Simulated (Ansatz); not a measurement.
A made-up structure of BSiH3Cl, doublet:

```
6
angstrom
Si -0.5601 0.3578 -0.3921
B 0.6428 -0.2146 0.4594
Cl 0.6487 -1.9346 0.3821
H -1.5160 -0.5834 -1.1347
H -0.6126 1.7958 -0.3627
H 1.3971 0.5789 1.0481
```

It is relaxed with PBE-D4/def2-SVP and then PBE0-D4/def2-TZVP (Ansatz 0.2.0). Atoms count as bonded within 1.22 times the sum of their covalent radii (H–H: 0.88 Å). The end point is not checked to be a true minimum.

Problem. Does its bonding change? (A judgement: the text doesn't fix the answer.)

Solution. The calculation gives: No: no bond forms or breaks.

Where it ends: The first stage lowers the energy by 2.41 eV in 7 steps. It ends as BSiH₃Cl ([SiH2][BH][Cl]):
Si1  (-0.683, 0.459, -0.477)
B2  (0.763, -0.328, 0.542)
Cl3  (0.956, -2.068, 0.601)
H4  (-1.679, -0.327, -1.241)
H5  (-0.901, 1.922, -0.567)
H6  (1.544, 0.342, 1.144)
(Å)

Labels in which every atom is bracketed show which atoms are joined, not bond orders.

For scale, one of the runs: PBE0-D4/def2-TZVP relaxation, 123 basis functions, launched by `ansatz run in.yaml --threads 2 --pin off --events-out ev --progress --plain --max-ram 4352MiB`. Hardware: 2 CPU threads of an Intel Xeon Platinum 8259CL, shared host. Wall time about 24 s.
